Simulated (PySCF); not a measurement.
# SiH (SMILES [SiH]) at UPBE0/def2-TZVPPD

What is the vertical doublet–quartet gap of SiH at UPBE0/def2-TZVPPD? 

Program for the calculation: PySCF 2.14.0.

2 further runs of the same task are left out: 2 set aside as unsound or not needed.

## 1. The structure to begin with

SiH: 2 atoms, total charge 0, spin state doublet. As SMILES, `[SiH]`. The coordinates come from a PBE0-D4/def2-TZVP relaxation.

Bond lengths: Si1–H2 1.532 Å.

## 2. The energy at UPBE0/def2-TZVPPD

mol.xyz

```xyz
2

Si     0.000000     0.000000    -0.007580
H      0.000000     0.000000     1.524140
```

calc.py

```python
from pyscf import gto, dft

mol = gto.M(
    atom='mol.xyz',
    spin=1,
    max_memory=1860,
    basis='def2-tzvppd',
    charge=0,
    verbose=3,
)

calc0 = dft.UKS(mol, xc='pbe0')
calc0.grids.level = 5
calc0.conv_tol = 1e-10
calc0.kernel()
if not calc0.converged:
    calc0 = calc0.newton().run(calc0.mo_coeff, calc0.mo_occ)

e_final = calc0.e_tot
print(f'total energy: {e_final:.8f} hartree')
```

Launch:

```sh
OMP_NUM_THREADS=1 python calc.py
```

What it wrote:

```text
converged SCF energy = -289.864484956696  <S^2> = 0.75759987  2S+1 = 2.0075855
total energy: -289.86448496 hartree
```

It took 4.5 s on 1 thread of Arm Neoverse V2, shared host; peak memory 0.31 GiB.

## 3. The quartet

Changes to mol.xyz since step 2:

```diff
@@ -1,3 +1,3 @@
 2
-
+HSi
 Si     0.000000     0.000000    -0.007580
```

calc.py

```python
from pyscf import gto, dft

system = gto.M(
    atom='mol.xyz',
    verbose=3,
    basis='def2-tzvppd',
    spin=3,
    max_memory=1860,
)

calc0 = dft.UKS(system)
calc0.xc = 'pbe0'
calc0.grids.level = 5
calc0.conv_tol = 1e-10
calc0.kernel()
if not calc0.converged:
    calc0 = calc0.newton().run(calc0.mo_coeff, calc0.mo_occ)

e_tot = calc0.e_tot
print('E = %.10f Eh' % e_tot)
```

Launch:

```sh
OMP_NUM_THREADS=1 python calc.py
```

What it wrote:

```text
WARN: HOMO -0.127577627864558 >= LUMO -0.263315861453052

converged SCF energy = -289.806556029855  <S^2> = 3.7514276  2S+1 = 4.0007137
E = -289.8065560299 Eh
```

It took 4.2 s on 1 thread of Arm Neoverse V2, shared host; peak memory 0.31 GiB.

## 4. Summary of results

At UPBE0/def2-TZVPPD:

| quantity | value |
| --- | --- |
| doublet: total energy | -289.86448 Eh |
| doublet: dipole moment | 0.13 D |
| doublet: HOMO energy (highest over α and β) | -5.53 eV |
| doublet: LUMO energy (lowest over α and β) | -3.27 eV |
| doublet: ⟨S²⟩ | 0.758 |
| quartet: total energy | -289.80656 Eh |
| quartet: dipole moment | 0.01 D |
| quartet: HOMO energy (highest over α and β) | -5.93 eV |
| quartet: LUMO energy (lowest over α and β) | -4.76 eV |
| quartet: ⟨S²⟩ | 3.751 |
| vertical energy of the quartet above the doublet | 1.576 eV |

**Reading.** At this shape the quartet lies 1.58 eV (152 kJ/mol) above the doublet.
